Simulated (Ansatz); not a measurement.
# CH2B+ (singlet): wave-function methods side by side, cc-pVTZ

One table from this session's results is given with a row withheld; the runs are named, their logs left out.

Method: cc-pVTZ, core rule «outside noble gas», up to 2 orbitals frozen; program: Ansatz 0.2.0, Gaussian basis.

Plan: UHF; CCSD(T) on RHF; CCSD(T) on UHF; BCCD(T) on RHF; CCSDT(Q) on RHF; CCSDT(Q) on UHF; CASSCF and MRCISD+Q, 8 electrons in 10 orbitals; CASSCF and NEVPT2, 8 electrons in 10 orbitals.

5 further runs of the same task are left out: 5 set aside as unsound or not needed.

### The system

The geometry is a PBE0/def2-TZVP stationary point (not a proven minimum) of the parent state, kept for this charge and spin.

4 atoms, charge 1, spin multiplicity 1.

Atoms are counted from 1 here; the program's logs count them from 0.

Bond lengths: B1–C2 1.382 Å, C2–H3 1.086 Å, C2–H4 1.086 Å. Angles: B1–C2–H3 121.6°, B1–C2–H4 121.6°, H3–C2–H4 116.9°.

The first run:

in.yaml reads:

```yaml
crystal:
  periodic: [false, false, false]
  atoms:
    - {symbol: B, position_ang: [0.000000, 0.000000, 0.826501]}
    - {symbol: C, position_ang: [0.000000, 0.000000, -0.555344]}
    - {symbol: H, position_ang: [0.000000, -0.925158, -1.123694]}
    - {symbol: H, position_ang: [0.000000, 0.925158, -1.123694]}
basis:
  gaussian: {orbitals: cc-pVTZ}
total_charge: 1
magnetization: {spin_polarized: true, initial_magnetization: 0}
hamiltonian: {xc: hf}
output: {orbitals: {seedname: orbitals}}
```

The run is started by

```sh
$ ansatz run in.yaml --threads 1 --pin off --events-out ev --progress --plain --max-ram 2560MiB --backend cpu
```

Among the steps run: UHF; CCSD(T) on RHF; CCSD(T) on UHF; BCCD(T) on RHF; CCSDT(Q) on RHF; CCSDT(Q) on UHF; CASSCF and MRCISD+Q, 8 electrons in 10 orbitals; CASSCF and NEVPT2, 8 electrons in 10 orbitals.

One table of the session follows, with a row left open; its other results are not shown here.

```
          method  from RCCSDT(Q) (kcal/mol)
             RHF                    +184.87
             UHF                    +122.13
            RMP2                     +46.66
            UMP2                          ?
           RCCSD                     +20.20
           UCCSD                      -2.26
        RCCSD(T)                      +5.59
        UCCSD(T)                      -7.29
         BCCD(T)                      +5.49
          RCCSDT                      +2.15
          UCCSDT                     -11.73
       RCCSDT(Q)                          0
       UCCSDT(Q)                     -13.32
  CASSCF valence                     +77.84
  NEVPT2 valence                     +15.87
  MRCISD valence                      +4.59
MRCISD+Q valence                      +1.63
```

Estimate the missing values for UMP2.

The run gave: from RCCSDT(Q) (kcal/mol): +13.86. In the column «from RCCSDT(Q) (kcal/mol)» it lies between RCCSD(T) (+5.59) and NEVPT2 valence (+15.87).

Some runs used a GPU and others CPU threads alone; cost is compared among the GPU runs only.

The program flags UCCSD(T), RCCSDT(Q), UCCSDT(Q) as in doubt (see the logs), so the zero of the table is itself unsure.

Caveats from the session: The determinant is far from a pure spin state, so its energy mixes those of several spin states (harmless only where they are near-degenerate, as at dissociation). The report flags that the cluster equations may have other roots. The program flags UCCSD(T), RCCSDT(Q), UCCSDT(Q) as in doubt, so the zero of the table is itself unsure. Warnings: restricted reference is unstable; spin contamination; large T1 diagnostic. Restricted and unrestricted rows rest on different reference determinants; where their highest levels disagree by more than a few hundredths of an eV, they describe different states and don't form one ladder. Warnings in the runs' records: large difference, other roots.
